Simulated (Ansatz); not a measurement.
System: bcc W. Method: PBE+SOC (plane waves, PAW; Ansatz, a program for electronic structure).

Run with plane-wave cutoff 520 eV, 28×28×28 k mesh, Fermi–Dirac smearing 0.086 eV (set by the program), PAW data made under PBE.

Computed at the level's own relaxed cell.

Elastic tensor (GPa, Voigt notation, ions relaxed):

```
  498.4   200.6   200.6     0.0     0.0     0.0
  200.6   498.4   200.6     0.0     0.0     0.0
  200.6   200.6   498.4     0.0     0.0     0.0
    0.0     0.0     0.0   142.9     0.0     0.0
    0.0     0.0     0.0     0.0   142.9     0.0
    0.0     0.0     0.0     0.0     0.0   142.9
```

Worked from these constants: the tetragonal shear constant is C′ = (C11 − C12)/2 = 148.9 GPa against C44 = 142.9 GPa, so the C44 shear is the softer. The Zener ratio C44/C′ is 0.96 (1 for an isotropic solid), and the Cauchy pressure C12 − C44 is 57.7 GPa. With C11 + 2C12 = 899.6 GPa all three Born conditions hold; they don't test modes at the zone boundary.

Measured, for comparison: elastic constant C11 533 GPa, elastic constant C12 205 GPa, elastic constant C44 163 GPa (0 K, extrapolated to 0 K; zero-point effects included; as tabulated in Wang et al. (2022), arXiv:2209.12322). Computed (rounded) less measured: elastic constant C11 -7 %, elastic constant C12 -2 %, elastic constant C44 -12 %.

Note: shear constants of such metals converge slowly with the k mesh.

Computed values are for the static lattice.
